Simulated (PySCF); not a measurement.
Species: C5H12P (charge +1).
Bonds: C1–C2, C2–P3, P3–C4, P3–C5, C5–C6, P3–C6. Hydrogens: H7, H8, H9 on C1; H10, H11 on C2; H12, H13, H14 on C4; H15, H16 on C5; H17, H18 on C6.

Probes without a nucleus sit at each ring's centroid and 1 Å off its mean plane on both sides; NICS is minus the shielding there, NICSzz its component along the normal. Level: GIAO PBE0/pcSseg-1 (PySCF, non-relativistic, gas phase) on the PBE0-D3(BJ)/def2-SVP geometry, one conformer.

Ring bond lengths (Å), with Mayer bond orders in brackets: P3–C5 1.791 (0.99), C5–C6 1.529 (0.89), C6–P3 1.791 (0.98).

Task: Give the NICS values of each ring in ppm.

Result: 
```json
{"ring": "P3–C5–C6", "type": "3-membered ring with P; formal bonds all single", "NICS(0)": "-32.4", "NICS(1), two faces": "-8.0 / -8.2", "NICS(1)zz, two faces": "-17.1 / -17.7", "rms pucker (Å)": "0.00", "centre to ring atoms, mean (Å)": "0.98"}
```

Task: What can be read from them?

Result: 
- P3–C5–C6: mean NICS(1)zz -17.4 ppm, shielded. P3, C5, C6 have four or more neighbours; no verdict on aromaticity is drawn. NICS(0) lies 24 ppm below the mean NICS(1).

Task: What field does 9.4 T along the ring normal induce along that normal at the first NICS(1) probe listed for ring P3–C5–C6, 1 Å off the ring?

Result: NICSzz × B0 = -17.1 ppm × 9.4 T = -161 μT, against the applied field.

Task: List the ring angles and the Hirshfeld charges of the ring atoms.

Result: 
- P3–C5–C6: P3 50.5° (+0.452 e), C5 64.8° (-0.070 e), C6 64.7° (-0.071 e); sum 180.0° against 180° for a flat convex ring.

Task: How shielded are the nuclei of the rings and their hydrogens (means over atoms taken as equivalent)?

Result: 
| atoms | environment | σ isotropic (ppm) |
| --- | --- | --- |
| P3 | phosphonium phosphorus | 445.6 |
| C5 (×2) | sp3 carbon bound to phosphorus | 174.5 |
| H15 (×2) | methylene hydrogen | 29.12 |
| H16 (×2) | methylene hydrogen | 29.13 |

Task: How do the values depend on the level or the medium?

Result: 
```tsv
level	NICS(0), P3–C5–C6	mean NICS(1)zz, P3–C5–C6
PBE0/pcSseg-1, gas	-32.4	-17.4
PBE0/pcSseg-1, IEF-PCM acetone	-32.1	-17.1
PBE0/pcSseg-1, IEF-PCM chloroform	-32.2	-17.2
```

The geometry is the same throughout; the continuum's cavity takes Bondi-type radii × 1.2.

The values belong to the conformer `[CH3:1][CH2:2][P+:3]1([CH3:4])[CH2:5][CH2:6]1`: C1–C2–P3–C4 61°.
